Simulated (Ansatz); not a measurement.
Results of HSE06-D3(BJ) in Ansatz (plane waves, PAW) for 1T (CdI2-type) TiSe2 (undistorted form, which takes a superstructure on cooling).

Rigid layers of the crystal as relaxed at this level are moved apart or together:

| run | k mesh | layer repeat (Å) | energy against free layers (meV/Å²) | gap on the mesh (eV) |
|---|---|---|---|---|
| 1 | 12×12×6 | 5.81 | -48.25 | 0.000 |
| 2 | 12×12×6 | 6.01 | -46.92 | 0.000 |
| 3 | 12×12×6 | 6.41 | -39.97 | 0.000 |
| 4 | 12×12×6 | 7.01 | -27.89 | 0.000 |
| 5 | 12×12×4 | 9.01 | -6.89 | 0.000 |

The lowest energy of these points lies at a layer repeat of 5.81 Å.

Spin–orbit coupling is not included.

Note: exact exchange on metals is sensitive to the k mesh and can open a false gap.

Ansatz is a quantum-chemistry and plane-wave program.
